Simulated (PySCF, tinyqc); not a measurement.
Orbital energy against energy difference: ionisation energy by orbital energies and by energy differences in the 6-31g* basis, for BH, spin multiplicity 1. Computed by the program tinyqc with PySCF. The cation is unrestricted; errors are against CCSD(T) in this basis, not against experiment.

Geometry (angstrom):

| atom | x | y | z |
|---|---|---|---|
| B | 0.0000 | 0.0000 | 0.0000 |
| H | 0.0000 | 0.0000 | 1.1020 |

CCSD(T) difference in the same basis = 9.2201 eV

IP-EOM-CCSD = 9.2638 eV

First vertical ionisation energy (eV):

| method | -e(HOMO) | E(cation) - E | error of -e(HOMO) | error of the difference |
|---|---|---|---|---|
| HF | 9.033 | 8.14607 | -0.187 | -1.074 |
| LDA | 4.782 | 9.37705 | -4.438 | 0.157 |
| PBE | 4.830 | 9.29937 | -4.390 | 0.079 |
| B3LYP | 5.871 | 9.42279 | -3.350 | 0.203 |
| PBE0 | 6.083 | 9.26375 | -3.137 | 0.044 |
| CAM-B3LYP | 7.480 | 9.39731 | -1.740 | 0.177 |
| LC-wPBE | 8.968 | 9.33976 | -0.252 | 0.120 |

What does the comparison show, and why?

Koopmans errs by -0.19 eV and Delta-HF by -1.07 eV: relaxation, 0.89 eV, lowers the value and the missing correlation difference works against it. The PBE level is off by -4.4 eV through the wrong tail of its potential, though its energy difference is off by +0.08 eV; exact exchange deepens the level, and among the orbital energies HF comes closest; among the differences PBE0 does. The restricted reference is unstable here: a spin-polarised solution lies 0.0080 hartree lower (PySCF), so results built on it describe a poor reference.
